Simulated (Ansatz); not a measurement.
Geometry optimisation, RKS B3LYP/def2-SVP in Ansatz.

Input:

```yaml
crystal:
  periodic: [false, false, false]
  atoms:
    - { symbol: Si, position_ang: [0.299542, -0.100279, 0.040956] }
    - { symbol: "N", position_ang: [0.685271, -0.13526, 1.769045] }
    - { symbol: H, position_ang: [0.021956, 0.011466, 2.523996] }
    - { symbol: H, position_ang: [1.615249, 0.170873, 2.034611] }
    - { symbol: H, position_ang: [1.725153, -0.140672, -0.277304] }
    - { symbol: H, position_ang: [-0.379922, 1.111113, -0.51244] }
    - { symbol: "N", position_ang: [-0.718601, -1.395119, -0.460534] }
    - { symbol: H, position_ang: [-0.530855, -2.366797, -0.243806] }
    - { symbol: H, position_ang: [-1.427794, -1.284825, -1.173724] }
basis:
  gaussian: { orbitals: def2-SVP }
hamiltonian:
  xc: b3lyp
relax:
  f_tol: 0.03
  max_steps: 50
```

Command:

```bash
$ ansatz run input.yaml --threads 1 --pin off --max-ram 2048MiB --backend cpu --events-out ev --progress --plain --runs-dir out
```

Question: Where does it end, and by what steps?

Answer: The run converged. After 6 steps the energy has fallen by 0.172 eV; H5 moved furthest, 0.27 Å.

```csv
step,energy less start (eV),largest force component (eV/Å),accepted
0,0.0000,1.459,yes
1,-0.1433,0.631,yes
2,-0.1424,0.472,no
3,-0.1570,0.696,yes
4,-0.1700,0.063,yes
5,-0.1722,0.046,yes
6,-0.1724,0.010,yes
```

```xyz
9
Properties=species:S:1:pos:R:3
Si 0.358 -0.092 0.057
N 0.671 -0.162 1.756
H -0.079 -0.083 2.435
H 1.550 0.184 2.128
H 1.728 -0.137 -0.548
H -0.323 1.133 -0.477
N -0.741 -1.365 -0.345
H -0.514 -2.337 -0.160
H -1.361 -1.271 -1.144
```

The run took 18 s on 1 thread of AMD EPYC 7R43 64-Core Processor (Zen 3), with other jobs on the host, peak memory 0.15 GiB.
